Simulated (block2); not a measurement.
# BCl (SMILES [B]Cl) at DMRG/ANO-RCC-MB

Aim: the vertical ionisation energy of BCl at DMRG/ANO-RCC-MB, from 2 runs. 

The calculation is run with block2 0.5.4.

5 further runs of the same task are left out: 5 set aside as unsound or not needed.

**1. The system as given**

BCl has 2 atoms, charge 0, and is taken as a singlet. SMILES: `[B]Cl`. Geometry: relaxed at PBE0-D4/def2-TZVP.

Bond lengths: B1–Cl2 1.718 Å.

**2. A single-point energy at DMRG/ANO-RCC-MB**

Input file block2_dmrg.py:

```python
import numpy as np
from pyscf import cc, dft, gto, mcscf, mp, scf
from pyblock2._pyscf.ao2mo import integrals as itg
from pyblock2.driver.core import DMRGDriver, SymmetryTypes

geom = """
B
Cl 1 1.71785
"""
mol = gto.M(
    atom=geom,
    basis="ano-rcc-mb",
    verbose=3,
)
print("nao = %d" % (mol.nao))
mf = scf.RHF(mol)
mf.conv_tol = 1e-10
mf.max_cycle = 200
mf.kernel()
if not mf.converged:
    mf = mf.newton().run(mf.mo_coeff, mf.mo_occ)
print(f"E(HF) = {mf.e_tot:.10f}")
ref = mf
pt = mp.MP2(ref, frozen=6).run()
mycc = cc.CCSD(ref, frozen=6)
mycc.max_cycle = 150
mycc.kernel()
print(f"E(MP2) = {pt.e_tot:.10f}")
if mycc.converged:
    print("CCSD total energy = %.10f" % (mycc.e_tot))
    print("E(CCSD(T)) = %.10f" % (mycc.e_tot + mycc.ccsd_t()))
    print(f"T1 diagnostic = {mycc.get_t1_diagnostic():.4f}")
ks = dft.RKS(mol, xc="hse06").set(conv_tol=1e-9, verbose=3).run()
if ks.converged:
    print("E(HSE06) = %.8f" % (ks.e_tot))
ks = dft.RKS(mol, xc="m062x").set(conv_tol=1e-9, verbose=3).run()
if ks.converged:
    print("E(M06-2X) = %.8f" % (ks.e_tot))
ks = dft.RKS(mol, xc="m06l").set(conv_tol=1e-9, verbose=3).run()
if ks.converged:
    print(f"E(M06-L) = {ks.e_tot:.8f}")
occ_no, mo = mcscf.addons.make_natural_orbitals(mp.MP2(mf, frozen=6).run())
mf.mo_coeff = mo
ncas, n_elec, spin, ecore, h1e, g2e, orb_sym = itg.get_rhf_integrals(mf, ncore=6, ncas=8, pg_symm=False, g2e_symm=8)
driver = DMRGDriver(scratch="./tmp", symm_type=SymmetryTypes.SU2, stack_mem=1500 << 20, n_threads=1)
driver.initialize_system(n_sites=ncas, n_elec=n_elec, spin=spin, orb_sym=orb_sym)
mpo = driver.get_qc_mpo(h1e=h1e, g2e=g2e, ecore=ecore, iprint=1)
occs = np.array([1.7] * 5 + [0.3] * 3)
ket = driver.get_random_mps(tag="GS", bond_dim=75, nroots=1, occs=occs)
bond_dims = [75] * 4 + [100] * 4
noises = [0.0001] * 4 + [1e-05] * 4 + [0]
thrds = [1e-07] * 8
e = driver.dmrg(mpo, ket, n_sweeps=14, tol=1e-07, bond_dims=bond_dims, noises=noises, thrds=thrds, iprint=2)
ms, dws, es = driver.get_dmrg_results()
print("max discarded weight = %.3e" % (dws[-1]))
print(f"total energy = {e:.10f}")
csf, coef = driver.get_csf_coefficients(ket, cutoff=0.08, iprint=1)
print(f"leading coefficient squared = {np.max(np.abs(coef)) ** 2:.4f}")
ci = mcscf.CASCI(mf, 8, (5, 5))
ci.fix_spin_(ss=0)
ci.fcisolver.conv_tol = 1e-10
ci.fcisolver.max_cycle = 200
ci.kernel()
print("E(FCI) = %.10f" % (ci.e_tot))
```

On the command line:

```
$ python block2_dmrg.py
```

Log:

```text
nao = 14
converged SCF energy = -483.672421588097
E(HF) = -483.6724215881
E(RMP2) = -483.709494604264  E_corr = -0.0370730161672074
E(SCS-RMP2) = -483.711657910213  E_corr = -0.0392363221162516
E(CCSD) = -483.7288614374029  E_corr = -0.05643984930581161
E(MP2) = -483.7094946043
CCSD total energy = -483.7288614374
CCSD(T) correction = -0.00246224199293257
E(CCSD(T)) = -483.7313236794
T1 diagnostic = 0.0166
converged SCF energy = -484.369513617736
E(HSE06) = -484.36951362
converged SCF energy = -484.528607110515
E(M06-2X) = -484.52860711
converged SCF energy = -484.518334697976
E(M06-L) = -484.51833470
E(RMP2) = -483.709494604264  E_corr = -0.0370730161672074
E(SCS-RMP2) = -483.711657910213  E_corr = -0.0392363221162516
integral symmetrize error =  0.0
integral cutoff error =  0.0
mpo terms =       2516

[... 41 lines left out ...]
 <-- Site =    5-   6 .. Mmps =   10 Ndav =   1 E =   -483.7308255628 Error = 0.00e+00 FLOPS = 8.73e+08 Tdav = 0.00 T = 0.02
[... 17 lines left out ...]
 --> Site =    3-   4 .. Mmps =   75 Ndav =   5 E =   -483.7318444065 Error = 1.63e-09 FLOPS = 1.61e+09 Tdav = 0.01 T = 0.04
[... 17 lines left out ...]
 <-- Site =    1-   2 .. Mmps =   75 Ndav =   1 E =   -483.7318483142 Error = 1.70e-19 FLOPS = 8.10e+08 Tdav = 0.00 T = 0.02
[... 26 lines left out ...]
 <-- Site =    6-   7 .. Mmps =    3 Ndav =   1 E =   -483.7318485054 Error = 0.00e+00 FLOPS = 4.60e+08 Tdav = 0.00 T = 0.00
[... 17 lines left out ...]
 --> Site =    2-   3 .. Mmps =   35 Ndav =   1 E =   -483.7318485054 Error = 0.00e+00 FLOPS = 1.50e+09 Tdav = 0.00 T = 0.03
[... 17 lines left out ...]
 <-- Site =    2-   3 .. Mmps =  100 Ndav =   1 E =   -483.7318485054 Error = 1.42e-10 FLOPS = 1.47e+09 Tdav = 0.00 T = 0.04
[... 12 lines left out ...]
 --> Site =    1-   2 .. Mmps =   10 Ndav =   1 E =   -483.7318485054 Error = 0.00e+00 FLOPS = 9.64e+08 Tdav = 0.00 T = 0.02
 --> Site =    2-   3 .. Mmps =   35 Ndav =   2 E =   -483.7318485107 Error = 0.00e+00 FLOPS = 1.59e+09 Tdav = 0.00 T = 0.03
 --> Site =    3-   4 .. Mmps =   66 Ndav =   1 E =   -483.7318485107 Error = 1.06e-21 FLOPS = 1.49e+09 Tdav = 0.00 T = 0.04
 --> Site =    4-   5 .. Mmps =   57 Ndav =   1 E =   -483.7318485107 Error = 9.19e-20 FLOPS = 1.27e+09 Tdav = 0.00 T = 0.05
 --> Site =    5-   6 .. Mmps =   38 Ndav =   1 E =   -483.7318485107 Error = 5.01e-20 FLOPS = 6.20e+08 Tdav = 0.00 T = 0.02
 --> Site =    6-   7 .. Mmps =   18 Ndav =   1 E =   -483.7318485107 Error = 2.07e-27 FLOPS = 1.71e+08 Tdav = 0.00 T = 0.01
[... 8 lines left out ...]
max discarded weight = 9.190e-20
total energy = -483.7318485107
mps center changed (temporarily)
DTRIE T =      0.001
Number of CSF =          3 (cutoff =      0.08)
Sum of weights of included CSF =    0.967828963345460

CSF          0 22222000  =   -0.954693659496600
CSF          1 22220020  =    0.167912213284299
CSF          2 22220200  =    0.167912085605585
leading coefficient squared = 0.9114
CASCI E = -483.731848511446  E(CI) = -23.8559521569675  S^2 = 0.0000000
E(FCI) = -483.7318485114
```

Wall time 9.3 s (1 thread of Arm Neoverse N1, shared host); peak memory 0.25 GiB.

**3. The doublet cation: the energy at DMRG/ANO-RCC-MB**

Input file job.py:

```python
import numpy as np
from pyscf import cc, dft, gto, mcscf, mp, scf
from pyblock2._pyscf.ao2mo import integrals as itg
from pyblock2.driver.core import DMRGDriver, SymmetryTypes

geom = """
B      0.000000     0.000000    -0.069660
Cl     0.000000     0.000000     1.648190
"""
mol = gto.M(
    atom=geom,
    basis="ano-rcc-mb",
    charge=1,
    spin=1,
    verbose=4,
)
print("basis functions          = %d" % (mol.nao))
mf = scf.ROHF(mol)
mf.conv_tol = 1e-10
mf.max_cycle = 200
mf.kernel()
if not mf.converged:
    mf = mf.newton().run(mf.mo_coeff, mf.mo_occ)
print(f"SCF energy               = {mf.e_tot:.10f}")
ref = scf.UHF(mol).run(mf.make_rdm1(), conv_tol=1e-10)
pt = mp.MP2(ref, frozen=6).run()
mycc = cc.CCSD(ref, frozen=6)
mycc.max_cycle = 150
mycc.kernel()
print(f"MP2 total energy         = {pt.e_tot:.10f}")
if mycc.converged:
    print("CCSD total energy        = %.10f" % (mycc.e_tot))
    print(f"E(CCSD(T))               = {mycc.e_tot + mycc.ccsd_t():.10f}")
ks = dft.UKS(mol, xc="hse06").set(conv_tol=1e-9, verbose=3).run(mf.make_rdm1())
if ks.converged:
    print("E(HSE06)                 = %.8f" % (ks.e_tot))
ks = dft.UKS(mol, xc="m062x").set(conv_tol=1e-9, verbose=3).run(mf.make_rdm1())
if ks.converged:
    print(f"E(M06-2X)                = {ks.e_tot:.8f}")
ks = dft.UKS(mol, xc="m06l").set(conv_tol=1e-9, verbose=3).run(mf.make_rdm1())
if ks.converged:
    print("E(M06-L)                 = %.8f" % (ks.e_tot))
occ_no, mo = mcscf.addons.make_natural_orbitals(mp.MP2(mf.to_uhf(), frozen=6).run())
mf.mo_coeff = mo
ncas, n_elec, spin, ecore, h1e, g2e, orb_sym = itg.get_rhf_integrals(mf, ncore=6, ncas=8, pg_symm=False, g2e_symm=1)
dmrg = DMRGDriver(scratch="./tmp", symm_type=SymmetryTypes.SU2, stack_mem=1500 << 20, n_threads=1)
idx = dmrg.orbital_reordering(h1e, g2e, method="gaopt")
print("orbital order:", idx.tolist())
h1e = h1e[np.ix_(idx, idx)]
g2e = g2e[np.ix_(idx, idx, idx, idx)]
orb_sym = np.array(orb_sym)[idx]
dmrg.initialize_system(n_sites=ncas, n_elec=n_elec, spin=spin, orb_sym=orb_sym)
mpo = dmrg.get_qc_mpo(h1e=h1e, g2e=g2e, ecore=ecore, iprint=1)
occs = np.array([1.9] * 4 + [1.0] * 1 + [0.1] * 3)[idx]
psi = dmrg.get_random_mps(tag="GS", bond_dim=25, nroots=1, occs=occs)
bond_dims = [25] * 3 + [50] * 3 + [75] * 4 + [100] * 4
noises = [0.001] * 3 + [0.0001] * 3 + [0.0001] * 4 + [1e-05] * 4 + [0]
thrds = [1e-07] * 14
e = dmrg.dmrg(mpo, psi, n_sweeps=20, tol=1e-06, bond_dims=bond_dims, noises=noises, thrds=thrds, iprint=1)
ms, dws, es = dmrg.get_dmrg_results()
print("DW                       = %.3e" % (dws[-1]))
print(f"final energy             = {e:.10f}")
dm1 = dmrg.get_1pdm(psi)
print("natural occupations      =", np.round(np.linalg.eigvalsh(dm1)[::-1], 5).tolist())
c_act = mf.mo_coeff[:, 6:14][:, idx]
dm_ao = c_act @ dm1 @ c_act.T + 2 * mf.mo_coeff[:, :6] @ mf.mo_coeff[:, :6].T
print("dipole moment (debye)    =", np.round(scf.hf.dip_moment(mol, dm_ao, verbose=0), 4).tolist())
print("largest bipartite entropy = %.4f" % (max(dmrg.get_bipartite_entanglement(psi))))
csf, coef = dmrg.get_csf_coefficients(psi, cutoff=0.05, iprint=1)
print(f"c0^2                     = {np.max(np.abs(coef)) ** 2:.4f}")
ci = mcscf.CASCI(mf, 8, (5, 4))
ci.fix_spin_(ss=0.75)
ci.fcisolver.conv_tol = 1e-10
ci.fcisolver.max_cycle = 200
ci.kernel()
print(f"FCI energy               = {ci.e_tot:.10f}")
```

On the command line:

```
$ python job.py
```

Log:

```text
[INPUT] verbose = 4
[INPUT] num. atoms = 2
[INPUT] num. electrons = 21
[INPUT] charge = 1
[INPUT] spin (= nelec alpha-beta = 2S) = 1
[INPUT] symmetry False subgroup None
[INPUT] Mole.unit = angstrom
[INPUT] Symbol           X                Y                Z      unit          X                Y                Z       unit  Magmom
[INPUT]  1 B      0.000000000000   0.000000000000  -0.069660000000 AA    0.000000000000   0.000000000000  -0.131638321837 Bohr   0.0
[INPUT]  2 Cl     0.000000000000   0.000000000000   1.648190000000 AA    0.000000000000   0.000000000000   3.114627701247 Bohr   0.0

nuclear repulsion = 26.183929288471
number of shells = 4
number of NR pGTOs = 94
number of NR cGTOs = 14
basis = ano-rcc-mb
ecp = {}
CPU time:         0.90
basis functions          = 14

******** <class 'pyscf.scf.rohf.ROHF'> ********
method = ROHF
initial guess = minao
damping factor = 0
level_shift factor = 0
DIIS = <class 'pyscf.scf.diis.CDIIS'>
diis_start_cycle = 1
diis_space = 8
diis_damp = 0
SCF conv_tol = 1e-10
SCF conv_tol_grad = None
SCF max_cycles = 200
direct_scf = True
direct_scf_tol = 1e-13
chkfile to save SCF result = tmp1ryxlkxj
max_memory 1800 MB (current use 123 MB)
num. doubly occ = 10  num. singly occ = 1
Set gradient conv threshold to 1e-05
init E= -483.851389574131
  HOMO = -0.236659643040224  LUMO = 0.0808223963147855  gap/eV = 8.63913
[... 77 lines left out ...]
converged SCF energy = -483.301324810518  <S^2> = 0.76137463  2S+1 = 2.0113425
[... 41 lines left out ...]
MP2 total energy         = -483.3391467199
[... 23 lines left out ...]
converged SCF energy = -484.113418121419  <S^2> = 0.75566129  2S+1 = 2.0056533
[... 15 lines left out ...]
WARN: HOMO -0.651343220039007 >= LUMO -0.714374420608318
[... 5 lines left out ...]
WARN: HOMO -0.675788794942899 >= LUMO -0.708704203016944
[... 5 lines left out ...]
WARN: HOMO -0.665608849574669 >= LUMO -0.682475124267582
[... 5 lines left out ...]
WARN: HOMO -0.67427108876839 >= LUMO -0.678887102453091
[... 5 lines left out ...]
WARN: HOMO -0.674272496146251 >= LUMO -0.679087947645889
[... 13 lines left out ...]
integral symmetrize error =  0.0
integral cutoff error =  0.0
[... 69 lines left out ...]
Sum of weights of included CSF =    0.977541490143586
[... 1 line left out ...]
CSF          0 -0002222  =   -0.958613163883523
CSF          1 -+002-22  =    0.077820911438482
CSF          2 -0+0222-  =    0.077820899755150
CSF          3 +-002-22  =    0.074097017101917
CSF          4 +0-0222-  =    0.074096997841113
CSF          5 -++02-2-  =   -0.062526447703377
CSF          6 -2002022  =    0.059174044885297
CSF          7 -0202220  =    0.059174034627482
CSF          8 0020-222  =    0.058893092938444
CSF          9 0200-222  =    0.058893090514571
CSF         10 -+-02+2-  =   -0.055716564783598
CSF         11 -+0-+-22  =    0.055315343572188
CSF         12 -0+-+22-  =    0.055315341031826
CSF         13 -0020222  =    0.054028948786596
CSF         14 -+0+--22  =   -0.052520721994413
CSF         15 -0++-22-  =   -0.052520719612971
c0^2                     = 0.9189

******** <class 'pyscf.mcscf.casci.CASCI'> ********
CAS (5e+4e, 8o), ncore = 6, nvir = 0
natorb = False
canonicalization = True
sorting_mo_energy = False
max_memory 1800 MB (current use 273 MB)
******** <class 'pyscf.fci.addons.SpinPenaltyFCISolver'> ********
max. cycles = 200
conv_tol = 1e-10
davidson only = True
linear dependence = 1e-12
level shift = 0.001
max iter space = 12
max_memory 1800 MB
nroots = 1
pspace_size = 400
spin = None
Density matrix diagonal elements [1.99773813 1.96017875 1.96017875 1.95662328 0.9977112  0.04901563
 0.04901563 0.02953863]
CASCI converged
CASCI E = -483.355120769267  E(CI) = -23.4781627190148  S^2 = 0.7500000
FCI energy               = -483.3551207693
```

Run time: 18 s. Hardware: 1 thread of Arm Neoverse N1, shared host; peak memory 0.26 GiB.

**4. Results**

At DMRG/ANO-RCC-MB, 6 core orbitals frozen:

```
                                              quantity          value
                  run 1, DMRG/ANO-RCC-MB: total energy  -483.73185 Eh
run 1, DMRG/ANO-RCC-MB: T1 diagnostic of the CCSD step          0.017
                          doublet cation: total energy  -483.35512 Eh
    vertical ionisation energy (to the doublet cation)      10.251 eV
```

What this shows: Removing an electron at fixed nuclei costs 10.25 eV (236 kcal/mol). In a minimal basis such a difference can be off by several eV, whatever the method. The basis (run 1, DMRG/ANO-RCC-MB) was made for a relativistic Hamiltonian, but the run is non-relativistic. The basis (doublet cation) was made for a relativistic Hamiltonian, but the run is non-relativistic.
